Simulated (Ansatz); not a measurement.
Input file:

```yaml
crystal:
  periodic: [false, false, false]
  atoms:
    - {symbol: H, position_ang: [-2.165513, 0.000000, 0.000000]}
    - {symbol: H, position_ang: [-1.272513, 0.000000, 0.000000]}
    - {symbol: C, position_ang: [0.187487, 0.000000, 0.000000]}
    - {symbol: H, position_ang: [0.601955, 0.000000, 0.996161]}
    - {symbol: H, position_ang: [0.601955, 0.000000, -0.996161]}
basis:
  gaussian: {orbitals: "6-31++G**"}
magnetization: {spin_polarized: false, initial_magnetization: 2}
hamiltonian: {xc: {name: B3LYP}}
correlation: {method: bccd, electrons: valence}
output: {forces: true}
```

```sh
$ ansatz run in.yaml --threads 1 --pin off --events-out ev --progress --plain --max-ram 2393MiB
```

**Question.** Roughly how long does this take on 1 thread of Intel Xeon Platinum 8488C, shared host, and how much host memory?

**Answer.** 2.9 s wall and 0.19 GiB.

```
400 factors; integrals over basis functions are off by at most 1.3e-3 eV
mean field evaluation 1: about -1094.7497 eV, gradient 2.8e1 eV
mean field evaluation 2: about -1094.7488 eV, gradient 2.8e1 eV
mean field evaluation 4: about -1097.2689 eV, gradient 3.5e0 eV
mean field evaluation 8: about -1097.3394 eV, gradient 5.2e-2 eV
mean field evaluation 16: about -1097.3394 eV, gradient 1.7e-6 eV
mean field -1097.33941393 eV, -40.3264796585 hartree, gradient 1.7e-6 eV, S^2 2.000000; 0 other end points of the search recorded, 0 dependent functions left out
1 core orbitals not correlated: weight in the atoms' cores, before any rotation towards them, 1.000 or more for the frozen orbitals, at most 0.000 for the correlated occupied ones
reference -1088.68335153 eV, -40.0083752326 hartree; 5, 3 occupied and 37, 39 virtual orbitals, 400 factors
second order -3.91507309 eV of doubles, -0.31928155 eV of singles
cycle   1  -4.65908156 eV  change   -4.2e-1 eV  update   4.9e-2
cycle   2  -4.79130945 eV  change   -1.3e-1 eV  update   1.7e-2
cycle   3  -4.82108858 eV  change   -3.0e-2 eV  update   6.8e-3
cycle   4  -4.81905746 eV  change    2.0e-3 eV  update   2.2e-3
cycle   5  -4.81934423 eV  change   -2.9e-4 eV  update   7.9e-4
cycle   6  -4.81960801 eV  change   -2.6e-4 eV  update   2.6e-4
cycle   7  -4.81974439 eV  change   -1.4e-4 eV  update   7.8e-5
cycle   8  -4.81976845 eV  change   -2.4e-5 eV  update   2.6e-5
cycle   9  -4.81976869 eV  change   -2.4e-7 eV  update   9.3e-6
cycle  10  -4.81976914 eV  change   -4.5e-7 eV  update   3.9e-6
cycle  11  -4.81976828 eV  change    8.6e-7 eV  update   1.8e-6
the calculation of the forces begins
Total energy: -1093.50311981 eV, -40.1854984500 hartree
Atom 0 at    -2.165513     0.000000     0.000000 Å, force     0.830126    -0.000000     0.000000 eV/Å
Atom 1 at    -1.272513     0.000000     0.000000 Å, force    -0.762693     0.000000    -0.000000 eV/Å
Atom 2 at     0.187487     0.000000     0.000000 Å, force    -0.628637    -0.000000     0.000000 eV/Å
Atom 3 at     0.601955     0.000000     0.996161 Å, force     0.280602     0.000000    -0.176921 eV/Å
Atom 4 at     0.601955     0.000000    -0.996161 Å, force     0.280602     0.000000     0.176921 eV/Å
Dipole moment:     0.152810    -0.000000    -0.000000 e Å
```

Forces (eV/Å):
```
H    0.830  0.000  0.000
H   -0.763  0.000  0.000
C   -0.629  0.000  0.000
H    0.281  0.000 -0.177
H    0.281  0.000  0.177
```
